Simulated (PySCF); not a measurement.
N2, SMILES N#N (connectivity only; charge and spin as stated), charge +1, multiplicity 2. Geometry optimised at B3LYP-D3(BJ)/def2-TZVPD.

Computed with PySCF 2.14.0 with B3LYP-D3(BJ)/def2-TZVPD.

Harmonic wavenumbers (cm⁻¹): 2334. Rotational constants (GHz): 59.19 (linear); symmetry number 2.

Q: Work out the zero-point energy and the ideal-gas rigid-rotor harmonic-oscillator thermochemistry at 298.15 K and 1 atm.

A: ZPE = ½ Σ hcν = ½ × 2334 cm⁻¹ = 3.34 kcal/mol. H − E(el) = 5.41 kcal/mol. Entropy in cal/(mol K): translation 35.93, rotation 9.86, vibration 0.00, spin 1.38, total 47.16. G − E(el) = -8.65 kcal/mol. Cp = 6.96 cal/(mol K).
